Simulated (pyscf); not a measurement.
## Four-centre exchange: `[CH3][CH2][O][SiH3]` + `[OH][SiH3]` → `[CH3][CH2][O][SiH2][O][SiH3]` + `[H][H]`

Gas phase, singlet surface, charge 0. Bonds broken: Si4–H10, O13–H15. Bonds formed: Si4–O13, H10–H15. Structures and frequencies: ωB97X-D3(BJ)/def2-SVP in PySCF.

Transition state (Å):

```xyz
18

C     -0.3582    -0.4618    -1.7353
C     -1.2310    -0.9427    -0.5865
O     -1.8958     0.1333     0.0279
Si    -1.5702     0.8802     1.4874
H      0.1359    -1.3093    -2.2371
H      0.4149     0.2303    -1.3689
H     -0.9745     0.0732    -2.4740
H     -1.9979    -1.6423    -0.9619
H     -0.6300    -1.5201     0.1449
H     -0.7158     2.1050     2.3958
H     -2.6331     1.9143     1.3596
H     -1.7721    -0.0411     2.6388
O      0.3578     0.6699     1.2890
Si     1.4806    -0.5619     1.5709
H      0.1055     1.5577     2.0029
H      0.8284    -1.6764     2.3126
H      2.5830     0.0134     2.3883
H      2.0103    -1.0529     0.2726
```

One imaginary mode, 1307i cm⁻¹; descent along it reached the two sides named.

```tsv
bond	change	reactant side (Å)	saddle	product side
Si4–H10	breaks	1.497	1.748	4.3
O13–H15	breaks	0.963	1.167	2.577
Si4–O13	forms	3.2	1.950	1.657
H10–H15	forms	2.376	1.062	0.761
```

Electronic energies relative to the separated reactants (kJ/mol):

```csv
level,barrier,reaction energy,reverse barrier
ωB97X-D3(BJ)/def2-TZVP,131.3,-116.2,247.5
PBE/def2-TZVP,119.8,-93.2,213.0
r²SCAN/def2-TZVP,120.2,-111.3,231.4
B3LYP-D3(BJ)/def2-TZVP,130.5,-113.2,243.8
PBE0-D3(BJ)/def2-TZVP,121.6,-104.0,225.5
M06-2X/def2-TZVP,131.5,-122.8,254.3
ωB97M-D3(BJ)/def2-TZVP,131.9,-109.4,241.3
HF/def2-TZVP,228.9,-98.6,327.5
```

With ωB97M-D3(BJ)/def2-TZVP energies and thermal terms (ideal gas, 1 atm, RRHO with modes under 100 cm⁻¹ raised to 100, one conformer, R ln 2 for chiral ones without a mode under 150 cm⁻¹), in kJ/mol:

```
T (K)    ΔH‡    ΔG‡      ΔH      ΔG
-----  -----  -----  ------  ------
298    125.0  178.6  -118.4  -102.8
600    126.1  232.6  -113.6   -88.9
900    128.8  285.3  -110.1   -77.4
1200   132.2  337.0  -107.5   -66.9
```

H₃C–CH₂–O–SiH₃ lies 75.7 kJ/mol over its isomer H₃C–CH₂–SiH₂–OH (electronic energy, ωB97M-D3(BJ)/def2-TZVP). This is the saddle that the search found; another between the same sides may lie lower.
